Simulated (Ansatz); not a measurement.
in.yaml

```yaml
crystal:
  periodic: [false, false, false]
  atoms:
    - {symbol: B, position_ang: [0.000000, 0.000000, -0.022524]}
    - {symbol: B, position_ang: [0.000000, 0.000000, -1.542951]}
    - {symbol: H, position_ang: [0.000000, 0.000000, 1.565476]}
basis:
  gaussian: {orbitals: 6-31G}
magnetization: {spin_polarized: false, initial_magnetization: 3}
correlation: {method: sc_nevpt2, electrons: outside_noble_gas, active_space: {window: {electrons: 3, orbitals: 6}}}
```

```sh
$ ansatz run in.yaml --threads 1 --pin off --events-out ev --progress --plain --max-ram 2393MiB
```

Output:

```
284 factors; integrals over basis functions are off by at most 2.7e-4 eV
mean field evaluation 1: about -1351.3286 eV, gradient 9.1e0 eV
mean field evaluation 2: about -1351.3349 eV, gradient 9.1e0 eV
mean field evaluation 4: about -1353.1151 eV, gradient 1.9e0 eV
mean field evaluation 8: about -1353.1552 eV, gradient 1.6e-1 eV
mean field -1353.15558777 eV, -49.7275506487 hartree, gradient 1.8e-6 eV, S^2 3.750000; 0 other end points of the search recorded, 0 dependent functions left out
reference -1353.15558777 eV, -49.7275506487 hartree; 7, 4 occupied and 13, 16 virtual orbitals, 284 factors
state -1353.59077480 eV, -49.7435434772 hartree
state -1353.59077480 eV, -49.7435434772 hartree; corrected -1355.12871548 eV, -49.8000617547 hartree
Total energy: -1355.12871548 eV, -49.8000617547 hartree
```

Natural occupations: 0.9960 0.9781 0.9781 0.0219 0.0219 0.0040.

Ran on 1 thread of Intel Xeon, shared host: 0.48 s wall, 0.14 GiB peak host memory.
